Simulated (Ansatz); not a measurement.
# Several solutions for singlet NH

```yaml
atoms:
  - { symbol: N, position_ang: [0.0000, 0.0000, 0.0000] }
  - { symbol: H, position_ang: [0.0000, 0.0000, 1.3520] }
```

Basis set: 6-31G (spherical functions). Charge 0, multiplicity 1.

PBE0 (unrestricted) was run from several starts with Ansatz (development build ahead of 0.2.0).

```csv
run,program,start,converged,energy (hartree),<S²>
A,Ansatz,search for the lowest state,yes,-55.08447,1.00
B,Ansatz,"atomic start, no search",yes,-55.01729,0.00
C,Ansatz,stability test followed,yes,-55.08447,1.00
```

Task: Which runs reached the lowest solution of this kind, and what is wrong with the others?

Result: A, C reached the lowest solution found. Converged but too high: B by 1.83 eV. Convergence only shows a stationary point, and even a stable one can lie too high; stability tests and further starts are what find lower ones. Caution: another spin multiplicity may lie lower. Caution: the unrestricted determinant is a mixture of spin states.
